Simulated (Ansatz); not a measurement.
# C3H4S: small, medium and large basis sets

One table from this session's results is given with a row withheld; the runs are named, their logs left out.

The runs use Ansatz 0.2.0, Gaussian basis; one geometry, several basis sets.

Plan: PBE0-D4/def2-SVP; ωB97M-V/def2-SVP; PBE0-D4/def2-QZVPP; ωB97M-V/def2-QZVPP; the functionals' def2-TZVPP values are taken from earlier runs.

**The geometry**

All runs share one geometry, relaxed beforehand with PBE0-D4 in a triple-zeta def2 set.

SMILES `C#CSC`, 8 atoms, charge 0, spin multiplicity 1.

Atoms are counted from 1 here; the program's logs count them from 0.

Bond lengths: C1–C2 1.206 Å, C1–H5 1.064 Å, C2–S3 1.674 Å, S3–C4 1.807 Å, C4–H6 1.089 Å, C4–H7 1.089 Å, C4–H8 1.091 Å. Angles: C2–C1–H5 179.9°, C1–C2–S3 177.5°, C2–S3–C4 100.7°, S3–C4–H6 110.5°, S3–C4–H7 110.5°, S3–C4–H8 105.9°, H6–C4–H7 110.6°, H6–C4–H8 109.6°, H7–C4–H8 109.6°.

As a file:

```mol
C3H4S
  3D, bonds by distance, orders not assigned

  8  7  0  0  0  0  0  0  0  0999 V2000
    2.0905   -0.3669    0.8424 C   0  0
    0.9342   -0.6361    0.6322 C   0  0
   -0.6616   -1.0725    0.3782 S   0  0
   -1.2439    0.3370   -0.5908 C   0  0
    3.1108   -0.1282    1.0273 H   0  0
   -1.1570    1.2569   -0.0150 H   0  0
   -0.6867    0.4146   -1.5229 H   0  0
   -2.2941    0.1381   -0.8073 H   0  0
  1  2  8  0
  2  3  8  0
  3  4  8  0
  1  5  8  0
  4  6  8  0
  4  7  8  0
  4  8  8  0
M  END
```

Set-up of the first run:

The input, in.yaml:

```yaml
crystal:
  periodic: [false, false, false]
  atoms:
    - {symbol: C, position_ang: [2.090464, -0.366902, 0.842445]}
    - {symbol: C, position_ang: [0.934229, -0.636050, 0.632167]}
    - {symbol: S, position_ang: [-0.661626, -1.072543, 0.378239]}
    - {symbol: C, position_ang: [-1.243855, 0.336983, -0.590793]}
    - {symbol: H, position_ang: [3.110792, -0.128155, 1.027344]}
    - {symbol: H, position_ang: [-1.157020, 1.256949, -0.015043]}
    - {symbol: H, position_ang: [-0.686657, 0.414583, -1.522927]}
    - {symbol: H, position_ang: [-2.294127, 0.138134, -0.807333]}
basis:
  gaussian: {orbitals: def2-SVP}
hamiltonian: {xc: pbe0, dispersion: d4}
output: {orbitals: {seedname: orbitals}}
```

Command:

```sh
$ ansatz run in.yaml --threads 2 --pin off --events-out ev --progress --plain --max-ram 4352MiB
```

Steps of the session up to this table: PBE0-D4 in def2-SVP; ωB97M-V in def2-SVP; PBE0-D4 in def2-QZVPP; ωB97M-V in def2-QZVPP.

One of the session's tables, all rows but one given; the rest of the session is left out.

It belongs to the step «Functionals by basis». 

```
functional       basis  HOMO (eV)  LUMO (eV)
   PBE0-D4    def2-SVP          ?          ?
   PBE0-D4  def2-TZVPP      -6.52      -0.20
   PBE0-D4  def2-QZVPP      -6.54      -0.31
   ωB97M-V    def2-SVP      -8.53       2.30
   ωB97M-V  def2-TZVPP      -8.62       1.81
   ωB97M-V  def2-QZVPP      -8.65       1.48
```

Q: Estimate the row for PBE0-D4, def2-SVP from the others.

The run gave: HOMO (eV): -6.44; LUMO (eV): 0.13. In the column «HOMO (eV)» it is the highest.
